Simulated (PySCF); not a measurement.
NO₂(OH): calculation against measurement

Isolated NO₂(OH), optimised in PySCF with density fitting and no spin–orbit coupling; def2 sets carry scalar-relativistic core potentials from Rb on. All levels below give a singlet of Cs symmetry: B3LYP/def2-TZVP N–O 1.191 Å, N–O 1.207 Å, N–O 1.411 Å, O–H 0.973 Å; PBE/def2-TZVP N–O 1.200 Å, N–O 1.216 Å, N–O 1.444 Å, O–H 0.982 Å.

Question: The tabulated gas-phase entropy at 298.15 K and 1 bar is 266.39 J/(mol K) (Chase, 1998, NIST Chemistry WebBook). What do rigid-rotor harmonic-oscillator sums give?

Answer: B3LYP/def2-TZVP 266.1, PBE/def2-TZVP 267.5 J/(mol K).

Question: ΔfH°(298 K) is -134.31 kJ/mol (Chase, 1998, NIST Chemistry WebBook), and for the gaseous atoms N 472.4, O 249.2, H 218.0 kJ/mol (tabulated in the package mendeleev). Compare the atomisation enthalpy with the calculations.

Answer: From the tables it is 472.4 + 3 × 249.2 + 218.0 − (-134.3) = 1572 kJ/mol. To a computed De one adds −ZPE (-69.1), the atoms' spin–orbit lowering from NIST levels (-2.8) and the thermal terms (20.8), all taken at B3LYP/def2-TZVP.
```csv
level,De (kJ/mol),ΔatH°(298 K),computed − tabulated
B3LYP/def2-TZVP,1626,1575,3
PBE/def2-TZVP,1828,1777,205
```
